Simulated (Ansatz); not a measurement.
Reactions of `C1NCO1`.

Computed with Ansatz on PBE0-D4/def2-TZVP structures; ΔE is electronic, products minus reactants. CCSD(T)/CBS is the MP2 limit (def2-TZVPP, def2-QZVPP) plus CCSD(T) − MP2 in def2-TZVPP, frozen cores. This one scheme is used for every species, atoms too. Open shells (•) are unrestricted, without spin–orbit coupling. Spin–orbit coupling would lower the free atoms: a little for C, O. Each species was taken in one conformer, which may not be the lowest.

Problem. Order these by ΔE at CCSD(T)/CBS, lowest first. (Best estimate.)
A. `C1NCO1` → `C/C=N/O`
B. `C1NCO1` → `CC(N)=O`
C. `C1NCO1` → `NC1CO1`
D. `C1NCO1` → `C=C(N)O`
E. `C1NCO1` → 2 C• + 5 H• + N• + O•

Solution. B (-215.7 kJ/mol), D (-118.6 kJ/mol), C (-41.3 kJ/mol), A (+0.4 kJ/mol), E (+3411.8 kJ/mol).

Largest T1 diagnostic: 0.014, for `CC(N)=O`.
